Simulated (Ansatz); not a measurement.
**Molecular dynamics of C₅H₁₀O**

Input file:

```yaml
crystal:
  periodic: [false, false, false]
  atoms:
    - { symbol: C, position_ang: [1.352566, -1.998339, 1.106425] }
    - { symbol: C, position_ang: [1.850598, -0.971772, 0.105781] }
    - { symbol: C, position_ang: [1.094329, -0.066719, -0.474281] }
    - { symbol: O, position_ang: [-0.286101, 0.00679, -0.247075] }
    - { symbol: C, position_ang: [-0.799221, 1.317877, -0.542557] }
    - { symbol: C, position_ang: [-2.325757, 1.293956, -0.333257] }
    - { symbol: H, position_ang: [0.299415, -1.842948, 1.317038] }
    - { symbol: H, position_ang: [1.482078, -3.008119, 0.721625] }
    - { symbol: H, position_ang: [1.908056, -1.927744, 2.039455] }
    - { symbol: H, position_ang: [2.90183, -1.007018, -0.147939] }
    - { symbol: H, position_ang: [1.5048, 0.643684, -1.189728] }
    - { symbol: H, position_ang: [-0.568515, 1.599734, -1.576977] }
    - { symbol: H, position_ang: [-0.34559, 2.07125, 0.113109] }
    - { symbol: H, position_ang: [-2.785157, 0.562703, -0.991384] }
    - { symbol: H, position_ang: [-2.561284, 1.032028, 0.69371] }
    - { symbol: H, position_ang: [-2.744948, 2.272138, -0.549745] }
basis:
  gaussian: { orbitals: STO-3G }
hamiltonian:
  xc: hf
md:
  timestep: 0.5
  n_steps: 400
  ensemble: nvt_langevin
  temperature: 400.0
  initial_velocities: maxwell_boltzmann
  seed: 33097
  friction: 0.001
scf:
  lower_state_search: "off"
```

Command:

```bash
$ ansatz run input.yaml --threads 1 --pin off --max-ram 2048MiB --backend cpu --events-out ev --progress --plain --runs-dir out
```

It starts from a relaxed structure.

Output, in part (step lines, the closing report, with atoms numbered from 0):

```
md step     0: t =     0.00 fs  T =   375.0 K  F+E_penalty+E_count = -7256.31744515 eV  E_kin = 0.775560 eV  (25 SCF iters)
md step     1: t =     0.50 fs  T =   362.2 K  F+E_penalty+E_count = -7256.28835875 eV  E_kin = 0.749188 eV  (20 SCF iters)
md step     2: t =     1.00 fs  T =   326.3 K  F+E_penalty+E_count = -7256.21093945 eV  E_kin = 0.674848 eV  (20 SCF iters)
md step     3: t =     1.50 fs  T =   279.3 K  F+E_penalty+E_count = -7256.10912595 eV  E_kin = 0.577621 eV  (20 SCF iters)
md step     4: t =     2.00 fs  T =   236.5 K  F+E_penalty+E_count = -7256.01077503 eV  E_kin = 0.489156 eV  (20 SCF iters)
md step     5: t =     2.50 fs  T =   200.7 K  F+E_penalty+E_count = -7255.93726099 eV  E_kin = 0.415052 eV  (20 SCF iters)
md step     6: t =     3.00 fs  T =   179.7 K  F+E_penalty+E_count = -7255.89406534 eV  E_kin = 0.371728 eV  (20 SCF iters)
md step     7: t =     3.50 fs  T =   168.0 K  F+E_penalty+E_count = -7255.87161972 eV  E_kin = 0.347444 eV  (21 SCF iters)
[... lines left out ...]
md step   397: t =   198.50 fs  T =   307.1 K  F+E_penalty+E_count = -7255.99266708 eV  E_kin = 0.635170 eV  (19 SCF iters)
md step   398: t =   199.00 fs  T =   301.2 K  F+E_penalty+E_count = -7255.97958014 eV  E_kin = 0.623003 eV  (20 SCF iters)
md step   399: t =   199.50 fs  T =   288.9 K  F+E_penalty+E_count = -7255.96303913 eV  E_kin = 0.597474 eV  (20 SCF iters)
md step   400: t =   200.00 fs  T =   282.0 K  F+E_penalty+E_count = -7255.94758255 eV  E_kin = 0.583144 eV  (20 SCF iters)
Total energy: -7255.94758255 eV, -266.6511554008 hartree
Atom 0 at     1.198215    -1.693176     1.851573 Å, force     0.702036    -1.774431    -1.631472 eV/Å
Atom 1 at     1.767533    -0.623415     0.924404 Å, force    -1.750701     0.570644    -0.440838 eV/Å
Atom 2 at     1.044430     0.102248     0.069494 Å, force    -0.320553    -0.516668    -0.100027 eV/Å
Atom 3 at    -0.345401    -0.167321    -0.100648 Å, force     1.178408    -0.801973     0.559264 eV/Å
Atom 4 at    -1.092415     0.955010    -0.566573 Å, force     0.427621     0.807432     1.034483 eV/Å
Atom 5 at    -2.516995     0.495978    -0.843521 Å, force     1.088360    -1.415282     1.860190 eV/Å
Atom 6 at     0.141680    -1.860963     1.697115 Å, force    -0.227726     0.165905    -0.129394 eV/Å
Atom 7 at     1.724066    -2.665655     1.632676 Å, force    -0.750968     1.355366     0.472683 eV/Å
Atom 8 at     1.355817    -1.460304     2.881046 Å, force     0.271512     0.321139     0.937523 eV/Å
Atom 9 at     2.821513    -0.510578     1.036147 Å, force     0.798746     0.510435    -0.335071 eV/Å
Atom 10 at     1.446750     0.854459    -0.641564 Å, force     0.015841    -0.597425     0.846771 eV/Å
Atom 11 at    -0.700230     1.286469    -1.509986 Å, force     0.841526     1.021411    -0.551115 eV/Å
Atom 12 at    -1.077440     1.753542     0.227533 Å, force    -0.040930    -0.467559    -1.350161 eV/Å
Atom 13 at    -2.489388    -0.364825    -1.492747 Å, force    -0.333942     0.019316    -0.418479 eV/Å
Atom 14 at    -2.891310     0.196322     0.116300 Å, force    -0.819889    -0.432689     0.278936 eV/Å
Atom 15 at    -3.100867     1.289746    -1.197905 Å, force    -1.079339     1.234380    -1.033295 eV/Å
Dipole moment:     0.008726     0.230794    -0.073752 e Å
```

The steps, from the saved trajectory:

| time (fs) | T (K) | potential energy less start (eV) |
| --- | --- | --- |
| 0.0 | 375 | 0.000 |
| 6.5 | 107 | 0.592 |
| 13.0 | 239 | 0.325 |
| 19.5 | 229 | 0.384 |
| 26.0 | 233 | 0.367 |
| 32.5 | 201 | 0.461 |
| 39.0 | 211 | 0.485 |
| 45.5 | 297 | 0.279 |
| 52.0 | 164 | 0.574 |
| 58.5 | 253 | 0.371 |
| 65.0 | 180 | 0.522 |
| 71.5 | 258 | 0.368 |
| 78.0 | 169 | 0.569 |
| 84.5 | 230 | 0.475 |
| 91.0 | 246 | 0.447 |
| 97.5 | 295 | 0.342 |
| 104.0 | 187 | 0.605 |
| 110.5 | 271 | 0.419 |
| 117.0 | 270 | 0.441 |
| 123.5 | 203 | 0.604 |
| 130.0 | 252 | 0.477 |
| 136.5 | 265 | 0.401 |
| 143.0 | 266 | 0.399 |
| 149.5 | 227 | 0.497 |
| 156.0 | 293 | 0.350 |
| 162.5 | 238 | 0.477 |
| 169.0 | 292 | 0.384 |
| 175.5 | 232 | 0.506 |
| 182.0 | 315 | 0.347 |
| 188.5 | 277 | 0.442 |
| 195.0 | 285 | 0.401 |

The run went to its last step. The mean temperature of the second half is 35 % below the set value. A run of 0.2 ps of so small a system gives no equilibrium averages. Limits of this set-up: minimal basis.

The same pairs are bonded in the first frame and the last. Pairs count as bonded within 1.25 times the sum of covalent radii (0.12 Å more for H–H).

Last frame:

```xyz
16
Properties=species:S:1:pos:R:3
C 1.198 -1.693 1.852
C 1.768 -0.623 0.924
C 1.044 0.102 0.070
O -0.345 -0.167 -0.101
C -1.092 0.955 -0.567
C -2.517 0.496 -0.844
H 0.142 -1.861 1.697
H 1.724 -2.666 1.633
H 1.356 -1.460 2.881
H 2.821 -0.511 1.036
H 1.447 0.855 -0.642
H -0.700 1.286 -1.510
H -1.077 1.754 0.228
H -2.489 -0.365 -1.493
H -2.891 0.196 0.116
H -3.101 1.290 -1.198
```

Time of the run: 6.8 min on 1 thread of Arm Neoverse V1, on a shared host, peak memory 0.082 GiB.
